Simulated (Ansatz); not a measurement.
**C2H3NS: vertical ionisation energy**

The task here is to estimate one member of a computed series from the others.

Computed with Ansatz 0.2.0, Gaussian basis. Level: unrestricted cation, the program's frozen cores in correlated methods.

Plan: UKS PBE-D4/def2-TZVPP; UKS r2SCAN-D4/def2-TZVPP; UKS PBE0-D4/def2-TZVPP; UKS B3LYP-D4/def2-TZVPP; UKS wB97X-V/def2-TZVPP; UKS wB97M-V/def2-TZVPP; UKS B2PLYP/def2-TZVPP; UHF-CCSD(T)/def2-TZVPP; UHF-MP2/def2-QZVPP; extrapolation to the limit; then −ε(HOMO) from the neutral's earlier runs with LDA (SPW92), PBE-D4, revPBE-D4, BLYP-D4, r2SCAN-D4, B97M-V, PBE0-D4, B3LYP-D4, r2SCANh-D4, r2SCAN0-D4, HSE06-D4, BHLYP-D4, CAM-B3LYP-D4, LC-ωPBE, ωB97X-V, ωB97M-V.

## The relaxed structure

All runs share one geometry, relaxed beforehand with PBE0-D4 in a triple-zeta def2 set.

SMILES `N=C1CS1`, 7 atoms, charge 0, spin multiplicity 1.

Atoms are counted from 1 here; the program's logs count them from 0.

Bond lengths: N1–C2 1.249 Å, N1–H5 1.020 Å, C2–C3 1.457 Å, C2–S4 1.729 Å, C3–S4 1.845 Å, C3–H6 1.086 Å, C3–H7 1.086 Å. Angles: C2–N1–H5 110.7°, N1–C2–C3 149.7°, N1–C2–S4 140.1°, C3–C2–S4 70.2°, C2–C3–S4 61.8°, C2–C3–H6 118.7°, C2–C3–H7 118.7°, S4–C3–H6 115.5°, S4–C3–H7 115.5°, H6–C3–H7 115.5°, C2–S4–C3 48.0°.

Geometry (Å):

```mol
C2H3NS
  3D, bonds by distance, orders not assigned

  7  7  0  0  0  0  0  0  0  0999 V2000
   -1.3839    0.4674   -0.8898 N   0  0
   -0.5214   -0.1566   -0.2367 C   0  0
    0.7662   -0.1815    0.4455 C   0  0
   -0.2363   -1.7303    0.4210 S   0  0
   -1.0899    1.4311   -1.0472 H   0  0
    1.6729   -0.2018   -0.1518 H   0  0
    0.8537    0.3037    1.4131 H   0  0
  1  2  8  0
  2  3  8  0
  3  4  8  0
  1  5  8  0
  3  6  8  0
  3  7  8  0
  2  4  8  0
M  END
```

Set-up of the first run:

in.yaml

```yaml
crystal:
  periodic: [false, false, false]
  atoms:
    - {symbol: N, position_ang: [-1.383938, 0.467351, -0.889753]}
    - {symbol: C, position_ang: [-0.521432, -0.156586, -0.236674]}
    - {symbol: C, position_ang: [0.766165, -0.181488, 0.445473]}
    - {symbol: S, position_ang: [-0.236261, -1.730277, 0.421036]}
    - {symbol: H, position_ang: [-1.089949, 1.431126, -1.047192]}
    - {symbol: H, position_ang: [1.672939, -0.201843, -0.151778]}
    - {symbol: H, position_ang: [0.853676, 0.303717, 1.413087]}
basis:
  gaussian: {orbitals: def2-TZVPP}
total_charge: 1
magnetization: {spin_polarized: true, initial_magnetization: 1}
hamiltonian: {xc: pbe, dispersion: d4}
```

The run is started by

```console
ansatz run in.yaml --threads 2 --pin off --events-out ev --progress --plain --max-ram 4352MiB
```

Steps of the session up to this table: Cation, UKS PBE-D4/def2-TZVPP; Cation, UKS r2SCAN-D4/def2-TZVPP; Cation, UKS PBE0-D4/def2-TZVPP; Cation, UKS B3LYP-D4/def2-TZVPP; Cation, UKS wB97X-V/def2-TZVPP; Cation, UKS wB97M-V/def2-TZVPP; Cation, UKS B2PLYP (frozen core)/def2-TZVPP; Cation, UHF-CCSD(T)/def2-TZVPP; Cation, UHF-MP2/def2-QZVPP.

One table of the session follows, with a row left open; its other results are not shown here.

It belongs to the step «Ionisation energies side by side». Orbital estimates, from the neutral's runs:

| functional | −ε(HOMO) (eV) |
| --- | --- |
| LDA (SPW92) | 6.23 |
| PBE-D4 | 6.09 |
| revPBE-D4 | 6.05 |
| BLYP-D4 | 5.93 |
| r2SCAN-D4 | 6.33 |
| B97M-V | 6.37 |
| PBE0-D4 | ? |
| B3LYP-D4 | 7.03 |
| r2SCANh-D4 | 6.77 |
| r2SCAN0-D4 | 7.42 |
| HSE06-D4 | 6.86 |
| BHLYP-D4 | 8.29 |
| CAM-B3LYP-D4 | 8.55 |
| LC-ωPBE | 9.92 |
| ωB97X-V | 9.55 |
| ωB97M-V | 9.39 |

Q: Estimate the row for PBE0-D4 from the others.

**Answer.** −ε(HOMO) (eV): 7.26. In the column «−ε(HOMO) (eV)» it lies between B3LYP-D4 (7.03) and r2SCAN0-D4 (7.42).

To keep in mind: The cation may have settled in a state other than its lowest; no search over hole states beyond the program's own was made.
